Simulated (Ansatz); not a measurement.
## Basis-set limit of CH$_{3}$Si, doublet

```yaml
atoms:
  - { symbol: C, position_ang: [-0.5209, -0.4040, -0.5661] }
  - { symbol: Si, position_ang: [0.6913, 0.5074, 0.1546] }
  - { symbol: H, position_ang: [-1.3022, -0.9911, -1.0340] }
  - { symbol: H, position_ang: [0.8088, 0.6624, 1.6282] }
  - { symbol: H, position_ang: [1.7315, 1.2219, -0.6309] }
```

Connectivity, by distances: CH–SiH2.

Ansatz 0.2.0, UHF determinant, valence electrons correlated. Energies in eV.

```tsv
set	X	functions	Hartree–Fock	MP2 correlation	CCSD(T) correlation	time
def2-TZVPP	3	115	-8937.6076	-6.4147	-7.9695	10 s on 1 × NVIDIA H100 80GB HBM3 with 1 thread of AMD EPYC 7R13 Processor (Zen 3), with other jobs on the host
def2-QZVPP	4	217	-8937.8974	-6.8780	-8.3809	16 s on 1 × NVIDIA H100 80GB HBM3 with 1 thread of AMD EPYC 7R13 Processor (Zen 3) (shared host)
```

Hartree–Fock is taken to follow E(X) = E∞ + A·exp(−7.88·√X), correlation E(X) = E∞ + B·X^−2.97.

Cautions: higher spins were not checked; ⟨S²⟩ of the determinant is 1.16 against 0.75, spin contaminated.

Question: Work out the CCSD(T) energy at the limit, and how far the shortcut misses it that extrapolates MP2 and adds CCSD(T) minus MP2 from the smaller set.

Answer: Hartree–Fock: E∞ = E4 + 0.1377·(E4 − E3) = -8937.9373. Correlation: E∞ = E4 + 0.7407·(E4 − E3) = -8.6856 for CCSD(T) and -7.2213 for MP2. The limit is -8946.6230 eV, 0.345 eV below def2-QZVPP. The shortcut gives a correlation energy of -7.2213 + (-1.5548) = -8.7761, 90 meV lower than the direct value.

Past Ne part of the Hartree–Fock step between the two sets comes from the cores, which don't follow the formula, so the 40 meV that it adds to the total can overshoot; that part largely cancels in differences.
